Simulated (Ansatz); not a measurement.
`OC1=C(F)C1` and `COC1=C(F)C1` differ in one atom or group.

Ansatz, PBE0-D4/def2-TZVP geometries, multiplicity 1. Each molecule was computed in one conformer, which needn't be the lowest.

```csv
property,`OC1=C(F)C1`
LUMO energy (PBE0/def2-TZVPP) / eV,0.44
HOMO energy (PBE/def2-TZVPP) / eV,-5.25
LUMO energy (ωB97M-V/def2-TZVPP) / eV,1.93
HOMO–LUMO gap (ωB97M-V/def2-TZVPP) / eV,10.66
size of the dipole moment (PBE/def2-TZVPP) / D,1.44
size of the dipole moment (B3LYP/def2-TZVPP) / D,1.38
```

(1) What does the change do to each property? (An estimate is asked.)

Results:

(1) Computed: 
```
                                        property  `COC1=C(F)C1`  shift
              LUMO energy (PBE0/def2-TZVPP) / eV           1.04   0.60
               HOMO energy (PBE/def2-TZVPP) / eV          -5.18   0.07
           LUMO energy (ωB97M-V/def2-TZVPP) / eV           2.51   0.58
         HOMO–LUMO gap (ωB97M-V/def2-TZVPP) / eV          11.14   0.48
  size of the dipole moment (PBE/def2-TZVPP) / D           2.50   1.06
size of the dipole moment (B3LYP/def2-TZVPP) / D           2.67   1.29
```

With PBE0 the HOMO rises by 0.10 eV and the LUMO rises by 0.60 eV, so the gap widens by about 0.50 eV. PBE moves the HOMO by 0.07 eV and ωB97M-V by 0.10 eV. Dipoles are sizes alone; their direction can turn.

B3LYP here is the variant with VWN-RPA as its local correlation; programs differ in this.
